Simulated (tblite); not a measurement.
# ClFH2O: the cost of one run

Computed with tblite 0.8.0 and PySCF 2.14.0; each step states its level. No surroundings beyond the atoms listed, unless a continuum is named. Atoms count from 0, parts from 1.

## (1) The system as given

5 atoms, charge 0, multiplicity 1; geometry: rigid parts in contact. Parts: 1 = atoms 0–1, `FCl`, charge 0; 2 = atoms 2–4, `O`, charge 0.

## (2) Docking the parts with GFN2-xTB

Job settings and geometry (Å):

```
{"job": {"kind": "dock", "xc": "GFN2-xTB", "basis": "xTB"}, "charge": 0, "multiplicity": 1, "parts": [{"atoms": "0-1", "charge": 0, "multiplicity": 1}, {"atoms": "2-4", "charge": 0, "multiplicity": 1}]}
Cl     0.840645     0.008092     0.002321
F     -0.840645    -0.008092    -0.002321
O      3.476459     0.135200     0.161535
H      4.158089    -0.440706    -0.190281
H      3.757893     1.038314     0.002727
```

Method: GFN2-xTB search for minima from random contacts, gas phase.

On the command line:

```sh
> OMP_NUM_THREADS=1 python cluster_run.py task.json out
```

One launch serves the whole session: the jobs run in the order shown.

Q: Estimate the wall time of this first job on 1 thread of Arm Neoverse N1, shared host.

About 3.8 s.
